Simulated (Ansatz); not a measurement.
# CH3BF radical: small, medium and large basis sets

The task here is to estimate one member of a computed series from the others.

Program: Ansatz 0.2.0, Gaussian basis. Level of theory: one geometry, several basis sets. These are calculated values, not measurements.

Plan: PBE0-D4/def2-SVP; ωB97M-V/def2-SVP; PBE0-D4/def2-QZVPP; ωB97M-V/def2-QZVPP; the functionals' def2-TZVPP values are taken from earlier runs.

**The relaxed structure**

The geometry comes from an earlier relaxation with PBE0-D4 in a triple-zeta def2 set; it is a stationary point.

SMILES `C[B]F`, 6 atoms, charge 0, spin multiplicity 2.

Atoms are counted from 1 here; the program's logs count them from 0.

Bond lengths: C1–B2 1.554 Å, C1–H4 1.094 Å, C1–H5 1.095 Å, C1–H6 1.094 Å, B2–F3 1.311 Å. Angles: B2–C1–H4 109.5°, B2–C1–H5 112.9°, B2–C1–H6 109.7°, H4–C1–H5 109.3°, H4–C1–H6 105.8°, H5–C1–H6 109.3°, C1–B2–F3 123.9°.

Set-up of the first run:

Input file in.yaml:

```yaml
crystal:
  periodic: [false, false, false]
  atoms:
    - {symbol: C, position_ang: [-0.303714, 0.310532, -0.173713]}
    - {symbol: B, position_ang: [0.287431, -1.067617, 0.235502]}
    - {symbol: F, position_ang: [1.486629, -1.228918, 0.739312]}
    - {symbol: H, position_ang: [-1.223512, 0.495667, 0.389486]}
    - {symbol: H, position_ang: [0.393162, 1.138567, -0.009576]}
    - {symbol: H, position_ang: [-0.597895, 0.287867, -1.227211]}
basis:
  gaussian: {orbitals: def2-SVP}
magnetization: {spin_polarized: true, initial_magnetization: 1}
hamiltonian: {xc: pbe0, dispersion: d4}
output: {orbitals: {seedname: orbitals}}
```

Steps of the session up to this table: PBE0-D4 in def2-SVP; ωB97M-V in def2-SVP; PBE0-D4 in def2-QZVPP; ωB97M-V in def2-QZVPP.

One of the session's tables, all rows but one given; the rest of the session is left out.

It belongs to the step «Density functionals: the series». 

| functional | basis | HOMO (eV) |
| --- | --- | --- |
| PBE0-D4 | def2-SVP | ? |
| PBE0-D4 | def2-TZVPP | -5.73 |
| PBE0-D4 | def2-QZVPP | -5.75 |
| ωB97M-V | def2-SVP | -7.46 |
| ωB97M-V | def2-TZVPP | -7.62 |
| ωB97M-V | def2-QZVPP | -7.64 |

**Question.** Estimate the row for PBE0-D4, def2-SVP.

As computed: HOMO (eV): -5.62. In the column «HOMO (eV)» it is the highest.
